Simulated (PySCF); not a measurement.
Bond stretch in CH, doublet.

Methods: UKS-LDA (SVWN5) = unrestricted LDA (SVWN5)/cc-pVDZ in PySCF; ROHF/cc-pVDZ (PySCF); UCCSD(T) = CCSD(T) on UHF/cc-pVDZ, 1 core orbital frozen in PySCF.

Energies are in kcal/mol, each relative to the lowest point of its own curve near equilibrium.

| R / Å | UKS-LDA (SVWN5) | ROHF | UCCSD(T) |
|---|---|---|---|
| 0.84 | 57.8 | 50.9 | 55.7 |
| 0.91 | 29.9 | 24.3 | 28.0 |
| 0.95 | 19.3 | 14.5 | 17.6 |
| 1.02 | 7.3 | 4.2 | 6.1 |
| 1.06 | 3.4 | 1.3 | 2.5 |
| 1.10 | 1.1 | 0.1 | 0.6 |
| 1.13 | 0.3 | 0.0 | 0.0 |
| 1.16 | 0.0 | 0.5 | 0.0 |
| 1.19 | 0.3 | 1.6 | 0.5 |
| 1.24 | 1.6 | 4.3 | 2.3 |
| 1.30 | 4.3 | 8.7 | 5.6 |
| 1.38 | 9.3 | 15.8 | 11.1 |
| 1.53 | 20.7 | 31.0 | 23.0 |

At the longest distance, 1.53 Å, ROHF lies highest above its minimum (31.0 kcal/mol) and UKS-LDA (SVWN5) lowest (20.7 kcal/mol).

The scan ran from 0.84 to 4.49 Å; beyond the distances shown one of the unrestricted levels run for this scan, shown here or not, changes its spin distribution in one step. The unrestricted determinant behind UCCSD(T) is spin-contaminated at 0.84 to 1.53 Å (<S²> up to 1.2, against 0.75 for a pure doublet).
